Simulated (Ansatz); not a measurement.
## How far each method lies from UCCSDT(Q) for [H···H···S], triplet

Geometry: a point of a hydrogen-transfer path between rigid fragments, not a stationary point.

```xyz
3

H     0.0000    0.0000   -1.0583
H     0.0000    0.0000   -0.2753
S     0.0000    0.0000    1.3337
```

Basis cc-pVTZ; Ansatz 0.2.0. Only valence electrons are correlated (noble-gas cores frozen), which leaves 8 electrons in 57 orbitals. R marks a restricted (for open shells ROHF) determinant, U an unrestricted one. Active spaces: valence = (8e, 6o) chosen from the atoms' valence shells.

Full CI isn't at hand for all of this; UCCSDT(Q) serves as the reference, and is uncertain by about the last step of the cluster series. The frozen core follows each run's orbitals, which can shift R against U totals by a few meV.

For open shells CISD is restricted-active-space CI with the open shells as a complete middle space.

- UHF ⟨S²⟩: 2.029
- T1 diagnostic (RCCSD): 0.0230
- largest doubles amplitude (RCCSD): 0.054
- T1 diagnostic (UCCSD): 0.0131

Problem. From what is known of these methods and the diagnostics, rank them by the size of their error in total energy against UCCSDT(Q) in cc-pVTZ, smallest first (an estimate: the text doesn't fix the numbers).
A. RCCSDT
B. CISD
C. UCCSD
D. MRCISD+Q (valence space)
E. RMP2

Solution. A (0.26 mEh), D (1.84 mEh), C (7.45 mEh), B (16.77 mEh), E (35.47 mEh).

All errors are against UCCSDT(Q) in cc-pVTZ. Within each family the higher level lies nearer, as is usual though not guaranteed.

Natural occupations of CASSCF (valence space) about the gap: 2.000 1.998 1.973 1.001 1.000 0.028; effectively unpaired electrons, Σ n²(2−n)², 2.01.
